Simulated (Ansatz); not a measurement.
CCSD(T) forces

BSiHO, singlet, displaced at random from its PBE0-D4/def2-TZVP minimum.

B1  (-0.681, -1.874, 0.373)
Si2  (0.970, 0.816, -0.047)
O3  (-0.197, -0.582, 0.261)
H4  (-0.076, 1.613, -0.591)
(Å)

Ansatz 0.2.0; basis: def2-TZVPP; cores frozen in the correlated methods.

CCSD(T) forces from the calculation:
```json
{"atom": "B1", "Fx": "1.306", "Fy": "3.251", "Fz (eV/Å)": "-0.270"}
{"atom": "Si2", "Fx": "-0.392", "Fy": "-2.956", "Fz (eV/Å)": "1.071"}
{"atom": "O3", "Fx": "0.299", "Fy": "-1.351", "Fz (eV/Å)": "-0.131"}
{"atom": "H4", "Fx": "-1.212", "Fy": "1.057", "Fz (eV/Å)": "-0.671"}
```

(1) Which atom feels the largest CCSD(T) force, and how large is it?

No T1 diagnostic of these runs exceeds 0.020. The restricted Hartree–Fock reference is unstable towards an unrestricted one here. These are differences at one structure, and CCSD(T) in triple zeta is itself an approximation.

## Answers

(1) B1, 3.51 eV/Å, along (0.37, 0.93, -0.08).

Root-mean-square difference of the force components from those of CCSD(T): PBE-D4 0.248; r2SCAN-D4 0.121; PBE0-D4 0.196; wB97M-V 0.179 eV/Å.

For scale, one of the runs: CCSD(T)/def2-TZVPP forces, 118 basis functions (an equivalent command: `ansatz run in.yaml --threads 2`). Time: 14 s of wall clock on 2 CPU threads; the host was shared. Peak host memory: 0.77 GiB.
